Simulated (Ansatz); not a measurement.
**Where CCSD(T) holds and where it slips**

Each species is computed at the geometry given (Å), with frozen cores, in Ansatz 0.2.0: RHF-CCSD(T) for singlets, UHF-CCSD(T) otherwise, and full CI in the same basis. The program picks the determinant by trial CCSD, so it needn't be the lowest Hartree–Fock solution. States: HAl–AlH A', H2O⁺ B1, Al2H Π. Cases whose determinant has another symmetry than full CI's state, or whose (Q) step broke down, weren't drawn.

Problem. Judging by size, spin and bonding and the diagnostics given, rank them by the size of CCSD(T)'s error in total energy against full CI in the same basis, smallest first (an estimate).
A. Al₂H, doublet, 6-31G: Al 0.000 0.000 -0.304; Al 0.000 0.000 -2.981; H 0.000 0.000 3.284. T1 0.024, (T) -48 meV in a correlation energy of -1.98 eV
B. H2O⁺, doublet, cc-pVDZ: O 0.000 -0.022 0.000; H 0.000 0.173 -0.985; H 0.000 0.173 0.985. T1 0.007, (T) -57 meV in a correlation energy of -4.60 eV
C. HAl–AlH, singlet, 6-31G: Al 0.000 -0.152 1.310; Al 0.000 0.155 -1.307; H 0.000 1.043 2.207; H 0.000 -1.142 -2.281. T1 0.030, (T) -69 meV in a correlation energy of -2.74 eV

Solution. B (11.3 meV), C (35.8 meV), A (71.5 meV).

| species | basis | correlated electrons | CCSD(T) − full CI (meV) | CCSDT(Q) − full CI (meV) | unpaired electrons (full CI) | T1 | ⟨S²⟩ of the determinant |
| --- | --- | --- | --- | --- | --- | --- | --- |
| H2O⁺, doublet | cc-pVDZ | 7 | 11.3 | -0.6 | 1.01 | 0.007 | 0.76 |
| HAl–AlH, singlet | 6-31G | 8 | 35.8 | 1.8 | 0.28 | 0.030 | 0.00 |
| Al2H, doublet | 6-31G | 7 | 71.5 | 9.7 | 2.72 | 0.024 | 1.75 |

Unpaired electrons are Σ n²(2−n)² over natural occupations; an open shell counts its own unpaired electrons too. Frozen cores follow each run's orbitals, which moves totals by a few meV. No single determinant describes Al2H, doublet well, by full CI's occupations.
